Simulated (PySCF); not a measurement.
# Orbital energies, ionisation energy and electron affinity

Compound: phosphanylidenephosphane, P2H2.
Structure used (PBE0-D3(BJ)/def2-SVP), in Å, numbered top down from 1:
```xyz
4
P2H2 angstrom
P     -0.965   -0.708   -0.382
P      0.983   -0.710    0.209
H     -1.254    0.690   -0.245
H      1.151    0.687    0.482
```

Level: wB97X-D/def2-SVPD (PySCF). Frontier orbitals with their largest atomic shares (Löwdin; up to four atoms above 4 %):

```tsv
orbital	ε (eV)	main atoms
HOMO−3	-13.46	P2 34 %, P1 34 %, H3 16 %, H4 16 %
HOMO−2	-10.03	P1 47 %, P2 46 %
HOMO−1	-9.96	P2 37 %, P1 37 %, H3 13 %, H4 13 %
HOMO	-9.57	?
LUMO	-1.24	P1 45 %, P2 45 %, H4 5 %, H3 5 %
LUMO+1	1.54	P1 33 %, P2 33 %, H3 17 %, H4 17 %
LUMO+2	2.42	P2 40 %, P1 40 %, H4 10 %, H3 10 %
```

Q: What vertical ionisation energy does ΔSCF give, and how far is −ε(HOMO) from it?

A: ΔSCF: 10.08 eV (973 kJ/mol; threshold wavelength 123 nm); ⟨S²⟩ of the doublet left behind is 0.753, against 0.75 for a pure doublet. −ε(HOMO) is 9.57 eV, 0.51 eV below it. In exact Kohn–Sham theory the two would be equal; wB97X-D (range-separated hybrid) falls short of its own ΔSCF value by 5 %.

Q: On which atoms does the HOMO lie?

A: P1 (phosphorus bonded to P and H) 46 %, P2 (phosphorus bonded to P and H) 46 %, H4 (P–H hydrogen) 4 %, H3 (P–H hydrogen) 4 %. The HOMO−1 lies 0.39 eV lower.

Q: And the vertical electron affinity, the fundamental gap, Mulliken's electronegativity and the hardness (with the factor ½)?

A: EA = 0.82 eV by ΔSCF (−ε(LUMO) = 1.24 eV). IE − EA = 9.26 eV against an orbital gap of 8.33 eV; (IE + EA)/2 = 5.45 eV; (IE − EA)/2 = 4.63 eV.

Q: The lowest singlet excitation (vertical TDDFT, same level) lies at 3.73 eV. How far is it below IE − EA?

A: IE − EA = 9.26 eV, so by 5.53 eV.

Q: What kinetic energy would electrons from this vertical process carry with He II light (40.814 eV)?

A: 40.81 − 10.08 = 30.73 eV.

Q: Shift the occupied levels rigidly so that −ε(HOMO) equals the ΔSCF value. What binding energies result?

A: The shift is +0.51 eV: HOMO 10.08, HOMO−1 10.47, HOMO−2 10.54, HOMO−3 13.97 eV. A rigid shift is only a rough guide to the deeper ionisations.

Geometry: PBE0-D3(BJ)/def2-SVP; no solvent, vibrations or thermal averaging.
